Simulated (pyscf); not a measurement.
F–BH–F + HF → HF + F–BH–F (four-centre exchange; singlet surface; B–F, F–H broken, F–H, B–F formed). Structures and frequencies: ωB97X-D3(BJ)/def2-SVP in PySCF. MP2 and CC: frozen core, UHF for open shells. ΔMP2 is the change of the MP2 total energy from the triple- to the quadruple-zeta basis. Energies in kcal/mol from the separated reactants.

```csv
level,barrier,reaction energy
r²SCAN/def2-TZVP,13.8,0.0
PBE0-D3(BJ)/def2-TZVP,15.7,0.0
ωB97M-D3(BJ)/def2-TZVP,17.2,0.0
HF/def2-TZVP,33.2,0.0
MP2/def2-QZVPP,19.2,0.0
CCSD/def2-TZVPP,…,0.0
CCSD(T)/def2-TZVPP + ΔMP2(QZVPP),…,0.0
```

**Question.** What belongs in the gaps?

**Answer.** 
- CCSD/def2-TZVPP, barrier: 21.2
- CCSD(T)/def2-TZVPP + ΔMP2(QZVPP), barrier: 20.0

Of the functionals in the table, ωB97M-D3(BJ) is closest to CCSD(T)/def2-TZVPP + ΔMP2(QZVPP) in the barrier (2.8 kcal/mol apart) and r²SCAN least close (6.1 kcal/mol); that level has limits of its own. One saddle was located; it need not be the lowest between these sides. The CCSD(T) − MP2 part came from Ansatz, without density fitting, on the same reference.
